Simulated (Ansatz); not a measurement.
**Scan of AsH2⁺, triplet**

Starting geometry (PBE0/def2-TZVP stationary point for this spin, not checked as a minimum):

```yaml
atoms:
  - { symbol: As, position_ang: [0.0000, -0.0191, 0.0000] }
  - { symbol: H, position_ang: [0.0000, 0.7098, -1.3240] }
  - { symbol: H, position_ang: [0.0000, 0.7098, 1.3240] }
```

From there the angle named below is changed in its plane at fixed bond lengths, both arms turning rigidly about the middle atom; atoms are numbered as listed. Energies are in kJ/mol, counted from the starting geometry at the same level. Kohn–Sham curves are unrestricted where that lies lower.

Basis cc-pVDZ; Ansatz 0.2.0. Correlated methods freeze the noble-gas cores and the filled d shells of p-block atoms. No spin–orbit coupling is included, and no scalar relativity.

A value is left out where its run failed or describes another state than the reference as far as symmetry and spin tell, or, spin-broken singlets apart, can't be checked.

In so small a basis the reference is far from its limit while semilocal and hybrid functionals are nearer theirs (RPA and double hybrids share much of the reference's basis error), so the functionals' errors here hold much of the reference's basis and frozen-core error, which can add to them or hide them.

Full CI is exact within this basis and frozen core; it isn't the basis-set limit.

```json
{"angle H2-As1-H3 (°)": "67.1", "full CI": "175.4", "PBE": "–", "revPBE": "–", "r2SCAN": "–", "PBE0": "–", "B3LYP": "–", "r2SCAN0": "–", "wB97M-V": "–", "B2PLYP": "–", "RPA-PBE": "–"}
{"angle H2-As1-H3 (°)": "87.5", "full CI": "62.6", "PBE": "63.1", "revPBE": "62.8", "r2SCAN": "65.0", "PBE0": "64.9", "B3LYP": "63.9", "r2SCAN0": "66.0", "wB97M-V": "63.6", "B2PLYP": "64.5", "RPA-PBE": "57.8"}
{"angle H2-As1-H3 (°)": "107.6", "full CI": "9.9", "PBE": "10.4", "revPBE": "10.2", "r2SCAN": "10.7", "PBE0": "10.6", "B3LYP": "10.1", "r2SCAN0": "10.8", "wB97M-V": "10.1", "B2PLYP": "10.2", "RPA-PBE": "8.6"}
{"angle H2-As1-H3 (°)": "119.7", "full CI": "0.2", "PBE": "0.4", "revPBE": "0.3", "r2SCAN": "0.4", "PBE0": "0.3", "B3LYP": "0.2", "r2SCAN0": "0.3", "wB97M-V": "0.3", "B2PLYP": "0.2", "RPA-PBE": "0.1"}
{"angle H2-As1-H3 (°)": "122.3", "full CI": "0.0", "PBE": "0.0", "revPBE": "0.0", "r2SCAN": "0.0", "PBE0": "0.0", "B3LYP": "0.0", "r2SCAN0": "0.0", "wB97M-V": "0.0", "B2PLYP": "0.0", "RPA-PBE": "0.0"}
{"angle H2-As1-H3 (°)": "139.8", "full CI": "13.2", "PBE": "11.9", "revPBE": "12.3", "r2SCAN": "12.3", "PBE0": "12.7", "B3LYP": "13.5", "r2SCAN0": "12.9", "wB97M-V": "13.3", "B2PLYP": "13.8", "RPA-PBE": "14.0"}
{"angle H2-As1-H3 (°)": "161.0", "full CI": "54.2", "PBE": "49.5", "revPBE": "50.6", "r2SCAN": "50.1", "PBE0": "52.4", "B3LYP": "55.3", "r2SCAN0": "52.3", "wB97M-V": "54.4", "B2PLYP": "56.3", "RPA-PBE": "55.7"}
{"angle H2-As1-H3 (°)": "180.0", "full CI": "80.1", "PBE": "72.2", "revPBE": "73.8", "r2SCAN": "71.3", "PBE0": "76.6", "B3LYP": "81.5", "r2SCAN0": "75.0", "wB97M-V": "80.4", "B2PLYP": "83.3", "RPA-PBE": "82.9"}
```
